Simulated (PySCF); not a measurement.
Here is a computed PBE0-D3(BJ)/def2-SVP geometry (Å):
```
atom  x, y, z in Å
C1    -0.956    1.008   -0.251
N2    -0.156   -0.034   -0.828
C3    -0.556   -1.336   -0.399
C4     1.247    0.244   -0.811
C5     2.238   -0.545   -0.315
S6     3.942   -0.276   -0.371
H7    -0.652    1.983   -0.666
H8    -2.027    0.857   -0.488
H9    -0.859    1.085    0.860
H10    0.001   -2.102   -0.960
H11   -1.637   -1.478   -0.580
H12   -0.372   -1.532    0.687
H13    1.507    1.191   -1.300
H14    1.904   -1.481    0.169
```

Charge -1, singlet.

Question: Read off the bonds between heavy atoms and their formal orders.

Answer: C1–N2 1.44 Å (single); N2–C3 1.43 Å (single); N2–C4 1.43 Å (single); C4–C5 1.36 Å (double); C5–S6 1.73 Å (single). Bonds to hydrogen (Å): C1–H7 1.10; C1–H8 1.11; C1–H9 1.12; C3–H10 1.10; C3–H11 1.11; C3–H12 1.12; C4–H13 1.10; C5–H14 1.11. The orders are those of one drawing; other resonance forms can be drawn.

Question: Give the structure as a SMILES string.

Answer: `CN(C)/C=C/[S-]`, [C4H8NS]-. Among its features: C=C double bond and amine.

Question: Name the point group.

Answer: C1 (no symmetry element, even within 0.4 Å).

Question: Describe the place of each heavy atom.

Answer: C1/C3: N-methyl carbon; N2: enamine nitrogen; C4: carbon bonded to C, N and H; C5: alkene CH carbon; S6: sulfur bonded to C.

Question: What is the arrangement about N2?

Answer: It has 3 neighbours (C1, C3, C4) and is pyramidal (angles 116.7°, 113.6° and 112.7°, sum 343.0°, 0.35 Å off the plane of its three neighbours).

Question: What is the arrangement about C5?

Answer: It has 3 neighbours (C4, S6, H14) and is planar (angles 128.1°, 116.4° and 115.5°, sum 360.0°, 0.01 Å off the plane of its three neighbours).
